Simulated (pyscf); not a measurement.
PySCF, gas phase, ωB97X-D3(BJ)/def2-SVP geometries.

HO–SiH₂–OH + Cl atom (Cl•) → HO–SiH(OH)–Cl + H atom (H•)
Surface: doublet. Broken: H–Si. Formed: Cl–Si. Give ΔE‡ and ΔE from ωB97M-D3(BJ)/def2-TZVP, relative to the separated reactants.

ΔE‡ = -5.2 kcal/mol, ΔE = -20.8 kcal/mol. Zero-point energy shifts the barrier by -1.7 kcal/mol. It is a substitution at Si, with an imaginary mode of 286i cm⁻¹. On the reactant side the descent ends in a bound adduct, 10.7 kcal/mol under the separated species and 3.7 kcal/mol under the saddle at ωB97X-D3(BJ)/def2-TZVP. At ωB97M-D3(BJ) the saddle lies under the separated reactants, which points to a path from their complex (located at ωB97X-D3(BJ) alone). One saddle was located; it need not be the lowest between these sides. The angle at the attacked Si is 143°. Left out: the spin-orbit lowering of Cl.
